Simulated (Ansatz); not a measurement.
# F2H3O: the cost of one run

The runs use Ansatz 0.2.0, Gaussian basis; PBE0-D4 structure, single points in def2-TZVPPD.

Levels: PBE-D4, revPBE-D4, BLYP-D4, r2SCAN-D4, B97M-V, PBE0-D4, B3LYP-D4, HSE06-D4, wB97X-V, wB97M-V, B2PLYP, Hartree-Fock, MP2, CCSD, CCSD(T). The reference is CCSD(T) extrapolated to the basis limit.

Correlated methods freeze the cores. B3LYP uses VWN-RPA correlation. B2PLYP carries no dispersion term here.

176 further runs of the same task are left out: 176 set aside as unsound or not needed.

## (1) Where the work starts

The pair, from a GFN2-xTB docking trial: 6 atoms, charge 1, spin multiplicity 1.

Atoms are counted from 1 here; the program's logs count them from 0.

Bond lengths: O1–H2 0.983 Å, O1–H3 0.983 Å, O1–H4 0.984 Å, F5–F6 1.404 Å. Angles: H2–O1–H3 112.0°, H2–O1–H4 112.0°, H3–O1–H4 112.0°.

Geometry (Å):

```xyz
6
F2H3O
O    -0.0048    0.1500   -1.2897
H     0.9175   -0.1895   -1.2563
H    -0.2680    0.5861   -0.4484
H    -0.6446   -0.5467   -1.5596
F     0.2884   -0.0187    2.9169
F    -0.2884    0.0187    1.6371
```

Atoms 1 to 4 are fragment A (H₃O+), the rest fragment B (F₂).

## (2) A first relaxation in a small basis

The input, pre/in.yaml:

```yaml
crystal:
  periodic: [false, false, false]
  atoms:
    - {symbol: O, position_ang: [-0.004800, 0.150000, -1.289700]}
    - {symbol: H, position_ang: [0.917500, -0.189500, -1.256300]}
    - {symbol: H, position_ang: [-0.268000, 0.586100, -0.448400]}
    - {symbol: H, position_ang: [-0.644600, -0.546700, -1.559600]}
    - {symbol: F, position_ang: [0.288400, -0.018700, 2.916900]}
    - {symbol: F, position_ang: [-0.288400, 0.018700, 1.637100]}
basis:
  gaussian: {orbitals: def2-SVP}
total_charge: 1
hamiltonian: {xc: pbe, dispersion: d4}
relax: {f_tol: 0.03, max_steps: 250}
```

Command:

```console
$ ansatz run in.yaml --threads 2 --pin off --events-out ev --progress --plain --max-ram 5222MiB
```

**Question.** How long does this run take on 2 threads of Arm Neoverse V1, shared host?

About 12 s.
